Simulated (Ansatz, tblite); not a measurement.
# The cluster Si3B−: a ladder of methods and basis sets

How do method and basis change the picture of the cluster Si3B− (singlet)?

The runs use Ansatz 0.2.0, Gaussian basis; as each input shows.

The runs, in order: GFN1-xTB, GFN2-xTB, PBE-D4/def2-TZVPD, r2SCAN-D4/def2-TZVPD, B2PLYP/def2-TZVPD, PBE-QIDH/def2-TZVPD, BHLYP-D4/def2-TZVPD, ωB97X-V/def2-TZVPD, revPBE-D4/def2-TZVPD, PBE-D4/def2-SVPD, PBE0-D4/def2-SVPD, HF/STO-3G, HF/6-31G, B3LYP-D4/6-31G, CCSD(T)/def2-TZVPPD, MP2/def2-TZVPD, RPA/def2-TZVPD.

### Step 1. The geometry

The geometry is that of the singlet, from an earlier relaxation (PBE0-D4/def2-TZVPD). At that level it is the lowest of the isomers that a small search found.

4 atoms, charge -1, spin multiplicity 1.

Bond lengths: B1–Si2 1.886 Å, B1–Si3 1.886 Å, B1–Si4 2.072 Å, Si2–Si4 2.386 Å, Si3–Si4 2.386 Å. Angles: Si2–B1–Si3 147.9°, Si2–B1–Si4 74.0°, Si3–B1–Si4 74.0°, B1–Si2–Si4 56.6°, B1–Si3–Si4 56.6°, B1–Si4–Si2 49.4°, B1–Si4–Si3 49.4°, Si2–Si4–Si3 98.9°.

The ion is computed in the gas phase, without counter-ions or solvent.

PBE0-D4/def2-TZVPD was run before; its log isn't repeated, and its numbers join the tables.

### Step 2. GFN1-xTB

Tight binding, by tblite at 300 K electronic temperature and without a spin-polarisation term:

```python
tblite.interface.Calculator('GFN1-xTB', numbers, positions, charge=-1, uhf=0).singlepoint()
```

Energy -188.1225 eV, HOMO -5.46 eV, LUMO -4.54 eV; 0.003 s.

### Step 3. GFN2-xTB

Tight binding, by tblite at 300 K electronic temperature and without a spin-polarisation term:

```python
tblite.interface.Calculator('GFN2-xTB', numbers, positions, charge=-1, uhf=0).singlepoint()
```

Energy -169.8333 eV, HOMO -0.67 eV, LUMO 0.36 eV; 0.003 s.

### Step 4. PBE-D4/def2-TZVPD

start.molden holds the orbitals of an earlier run on this state, given as this run's starting guess.

File in.yaml:

```yaml
crystal:
  periodic: [false, false, false]
  atoms:
    - {symbol: B, position_ang: [-0.087011, -0.694207, 0.341837]}
    - {symbol: Si, position_ang: [-1.830045, -0.056991, 0.004955]}
    - {symbol: Si, position_ang: [1.772593, -0.406708, 0.211818]}
    - {symbol: Si, position_ang: [0.144472, 1.157896, -0.558611]}
basis:
  gaussian: {orbitals: def2-TZVPD, initial_orbitals: start.molden}
total_charge: -1
hamiltonian: {xc: pbe, dispersion: d4}
scf: {omitted_lower_state_checks: [starts]}
output: {orbitals: {seedname: orbitals}}
```

Run with:

```bash
ansatz run in.yaml --threads 2 --pin off --events-out ev --progress --plain --max-ram 4352MiB
```

Further steps of the session: r2SCAN-D4/def2-TZVPD; B2PLYP/def2-TZVPD; PBE-QIDH/def2-TZVPD; BHLYP-D4/def2-TZVPD; ωB97X-V/def2-TZVPD; revPBE-D4/def2-TZVPD; PBE-D4/def2-SVPD; PBE0-D4/def2-SVPD; HF/STO-3G; HF/6-31G; B3LYP-D4/6-31G; CCSD(T)/def2-TZVPPD; MP2/def2-TZVPD; RPA/def2-TZVPD.

**Question.** What will the summary of the whole plan be? Wanted: gap in def2-TZVPD, named functionals, smallest and largest; correlation energy, CCSD(T)/def2-TZVPPD; correlation energy, MP2/def2-TZVPD; PBE0 total energy, smallest basis above largest.

The runs gave:

| quantity | value |
| --- | --- |
| gap in def2-TZVPD, named functionals, smallest and largest | 1.20 eV (PBE-D4), 6.52 eV (ωB97X-V) |
| correlation energy, CCSD(T)/def2-TZVPPD | -13.26 eV |
| correlation energy, MP2/def2-TZVPD | -11.62 eV |
| PBE0 total energy, smallest basis above largest | 8.64 eV (def2-SVPD, def2-TZVPD) |

**Reading.** Over the named functionals in def2-TZVPD the gap runs from 1.20 eV (PBE-D4) to 6.52 eV (ωB97X-V); exact exchange widens it.
